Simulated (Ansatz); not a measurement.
# W (W, bcc): the cost of one run

Program: Ansatz 0.2.0. Level of theory: DFT r2SCAN, plane waves (500 eV) with PAW, scalar-relativistic; PBE-made PAW files. These are calculated values, not measurements.

### 1 The structure to begin with

Symmetry: Im-3m, No. 229, cubic system. Conventional cell: a = 3.165 Å, b = 3.165 Å, c = 3.165 Å, α = 90.00°, β = 90.00°, γ = 90.00°. Around W (site symmetry m-3m) lie 8 W at 2.74 Å.

Structure file:

```cif
data_structure
_symmetry_space_group_name_H-M 'P 1'
_symmetry_Int_Tables_number 1
_cell_length_a 2.7407
_cell_length_b 2.7407
_cell_length_c 2.7407
_cell_angle_alpha 109.471
_cell_angle_beta 109.471
_cell_angle_gamma 109.471
_cell_volume 15.85
loop_
_atom_site_label
_atom_site_type_symbol
_atom_site_fract_x
_atom_site_fract_y
_atom_site_fract_z
_atom_site_occupancy
W1 W 0.00000 0.00000 0.00000 1
```

### 2 Relaxation of the cell

input.yaml

```yaml
crystal:
  lattice:
    - [-1.58234, 1.58234, 1.58234]
    - [1.58234, -1.58234, 1.58234]
    - [1.58234, 1.58234, -1.58234]
  atoms:
    - { symbol: W, position: [0.0, 0.0, 0.0] }
hamiltonian:
  xc: r2scan
  pseudopotentials:
    kind: paw
    azcp:
      W: "pseudopotentials/W.paw.azcp"
basis:
  ecutwfc: 500
  fft_grid_basis: typed
kpoints:
  mp_grid: { grid: [14, 14, 14], shift: [0, 0, 0] }
magnetization:
  spin_polarized: false
scf:
  occupations: { method: fermi_dirac, width: 0.1 }
relax:
  max_steps: 60
  f_tol: 0.01
  cell: {}
```

**Question.** How long does this run take on 1 thread of an x86-64 CPU, shared host, and how much memory does it need?

About 16 s, with a peak of 0.56 GiB.
